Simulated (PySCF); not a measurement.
# Reproducing measurements on CS

**Experimental background.**

NIST CCCBDB Release 22 (SRD 101), experimental dipoles lists, for the gas: dipole moment (microwave Stark effect, vibrational ground state) 1.958 ± 0.005 D.

From Liu, Meijer, Perez-Rios, Phys. Chem. Chem. Phys. 22 (2020) 24191, for the gas: dipole moment 1.958 D.

How close the calculation comes is told at the end.

Species: CS.
Numbering: `[C-:1]#[S+:2]`

Structure used (PBE0/def2-TZVP), in Å, numbered top down from 1:
```xyz
2
CS angstrom
C      0.7627   -0.0022   -0.0018
S     -0.7665    0.0061   -0.0118
```

The PySCF runs (gas phase, on this PBE0/def2-TZVP geometry; no spin–orbit coupling):

| level | job | basis functions | wall time |
| --- | --- | --- | --- |
| PBE0/def2-TZVP, grid level 1 | geometry optimisation from a GFN2-xTB start | 68 | 1.4 s |

Hardware: an Arm Neoverse V1 with one thread (shared host).

**Comparison with experiment**

**Dipole moment.** Measured: 1.958 D (NIST CCCBDB Release 22 (SRD 101), experimental dipoles) and 1.958 D (Liu, Meijer, Perez-Rios, Phys. Chem. Chem. Phys. 22 (2020) 24191). Differences are taken against the first.

| level | computed (D) | computed − measured (D) | % (from the printed values) |
| --- | --- | --- | --- |
| PBE0/def2-TZVP | 1.928 | -0.030 | -2 |

The computed dipoles belong to one fixed geometry; measured ones are averaged over vibrations unless marked μe. Magnitudes are compared, not signs.

No measured geometry was used, and the causes of the misses weren't examined.
